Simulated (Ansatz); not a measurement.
This geometry of C$_{2}$H$_{3}$NO (7 atoms, charge 0, multiplicity 1) is a first-order saddle point.

These are results of Ansatz 0.2.0, RHF/6-31G*, not measurements.

```xyz
7
Properties=species:S:1:pos:R:3
O -1.240 0.655 -0.870
C -0.225 0.179 -0.168
C 0.741 0.257 0.629
N 0.354 -1.123 0.059
H -2.010 0.749 -0.319
H 1.401 0.631 1.373
H 0.978 -1.348 -0.703
```

Problem. Which two structures does it join? (They come from a converged band through this point; their orientation in space is the band's.)

Solution. No bond is made or broken. The dihedral H5–O1–C2–N4 goes from 5 to 171°.

Image 0:

```xyz
7
Properties=species:S:1:pos:R:3
O -1.214 0.949 -0.600
C -0.198 0.338 -0.041
C 0.900 0.295 0.566
N 0.131 -1.022 0.257
H -1.898 0.315 -0.783
H 1.733 0.583 1.157
H 0.546 -1.457 -0.556
```

Image 8:

```xyz
7
Properties=species:S:1:pos:R:3
O -1.470 0.366 -0.605
C -0.315 0.051 -0.070
C 0.792 0.269 0.491
N 0.312 -1.186 0.226
H -1.623 1.301 -0.528
H 1.533 0.738 1.088
H 0.771 -1.538 -0.602
```

Problem. How far does it lie above each of them?

Solution. 0.181 eV above the first and 0.156 eV above the second. This is the barrier of this one path; another mechanism may lie lower.

Time of the run: 96 s on 1 thread of Intel(R) Xeon(R) Platinum 8259CL CPU @ 2.50GHz (Skylake/Cascade Lake), with other jobs on the host, peak memory 0.13 GiB.
